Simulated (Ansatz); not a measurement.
Ideal-gas functions of C$_{2}$H$_{2}$N$_{2}$S (`c1cnsn1`) at 298.15 K and 1 bar, from an Ansatz frequency run at PBE0-D4/def2-TZVP.

Molar mass 86.12 g/mol, point group C2v (symmetry number 2), electronic degeneracy 1, moments of inertia 58.332, 78.991, 137.323 u Å². Harmonic wavenumbers (cm⁻¹, unscaled): 541, 633, 712, 825, 850, 866, 911, 942, 1073, 1257, 1312, 1414, 1527, 3220, 3236.

Use S(trans) = R[1.5 ln M + 2.5 ln T − 1.1517]; rotational temperatures θ = 24.2544 K / I; S(rot) = R[ln(√π/σ · √(T³/θAθBθC)) + 1.5]; for each mode x = 1.438777 ν̃/T, S = R[x/(eˣ − 1) − ln(1 − e⁻ˣ)] and H = RT x/(eˣ − 1); 1 cm⁻¹ = 0.0119627 kJ/mol; R = 8.31446 J/(mol·K).

Task: By hand: the entropy, in J/(mol·K).

Result: Translation 164.4. Rotation: θ = 0.4158, 0.3071, 0.1766 K, giving 98.3. Vibration, mode by mode: 2.36, 1.66, 1.22, 0.79, 0.71, 0.67, 0.56, 0.49, 0.29, 0.14, 0.11, 0.07, 0.04, 0.00, 0.00, in all 9.1. Electronic 0.0. Sum 271.8 J/(mol·K).

Task: By hand: H − E and G − E in kJ/mol, counted from the electronic energy.

Result: Zero-point energy ½ × 19319 × 0.0119627 = 115.6; thermal vibration 2.1; translation, rotation and pV give 4 RT = 9.9. H − E = 127.6 kJ/mol, and G − E = 127.6 − 298.15 × 271.8/1000 = 46.6 kJ/mol.

Vibration gives 3 % of the entropy.
